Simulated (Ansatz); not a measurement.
# BSiPH (sextet): the correlation ladder, cc-pVTZ

One table from this session's results is given with a row withheld; the runs are named, their logs left out.

Method: cc-pVTZ, core rule «outside noble gas», up to 11 orbitals frozen; program: Ansatz 0.2.0, Gaussian basis.

The runs, in order: UHF; CCSD(T) on ROHF; CCSD(T) on UHF; BCCD(T) on ROHF; CCSDT(Q) on ROHF; CCSDT(Q) on UHF; CASSCF and NEVPT2, 13 electrons in 13 orbitals.

4 further runs of the same task are left out: 1 for a known fault of the program, 3 set aside as unsound or not needed.

### The geometry

The geometry is a PBE0/def2-TZVP stationary point (not a proven minimum) of the parent state, kept for this charge and spin.

4 atoms, charge 0, spin multiplicity 6.

Atoms are counted from 1 here; the program's logs count them from 0.

Bond lengths: B1–Si2 1.805 Å, B1–H4 1.177 Å, Si2–P3 2.101 Å. Angles: Si2–B1–H4 180.0°, B1–Si2–P3 180.0°.

Coordinates:

```xyz
4
BHPSi
B     0.0000    0.0000    1.1336
Si    0.0000    0.0000   -0.6717
P     0.0000    0.0000   -2.7728
H     0.0000    0.0000    2.3110
```

The first run:

File in.yaml:

```yaml
crystal:
  periodic: [false, false, false]
  atoms:
    - {symbol: B, position_ang: [0.000000, 0.000000, 1.133575]}
    - {symbol: Si, position_ang: [0.000000, 0.000000, -0.671725]}
    - {symbol: P, position_ang: [0.000000, 0.000000, -2.772825]}
    - {symbol: H, position_ang: [0.000000, 0.000000, 2.310975]}
basis:
  gaussian: {orbitals: cc-pVTZ}
magnetization: {spin_polarized: true, initial_magnetization: 5}
hamiltonian: {xc: hf}
output: {orbitals: {seedname: orbitals}}
```

The run is started by

```bash
$ ansatz run in.yaml --threads 1 --pin off --events-out ev --progress --plain --max-ram 4096MiB --backend cpu
```

Steps of the session up to this table: UHF; CCSD(T) on ROHF; CCSD(T) on UHF; BCCD(T) on ROHF; CCSDT(Q) on ROHF; CCSDT(Q) on UHF; CASSCF and NEVPT2, 13 electrons in 13 orbitals.

One of the session's tables, all rows but one given; the rest of the session is left out.

```
        method  from RCCSDT(Q) (kJ/mol)
          ROHF                   +868.6
           UHF                   +845.1
          RMP2                   +156.4
          UMP2                   +164.2
         RCCSD                    +51.0
         UCCSD                    +50.1
      RCCSD(T)                     +8.6
      UCCSD(T)                     +8.7
       BCCD(T)                     +8.7
        RCCSDT                     +2.9
        UCCSDT                     +2.6
     RCCSDT(Q)                        0
     UCCSDT(Q)                     -0.2
CASSCF valence                   +669.4
NEVPT2 valence                        ?
```

Q: Estimate the row for NEVPT2 valence from the others.

The run gave: from RCCSDT(Q) (kJ/mol): +156.2. In the column «from RCCSDT(Q) (kJ/mol)» it lies between RCCSD (+51.0) and RMP2 (+156.4).

To keep in mind: Restricted and unrestricted rows rest on different reference determinants; where their highest levels disagree by more than a few hundredths of an eV, they describe different states and don't form one ladder.
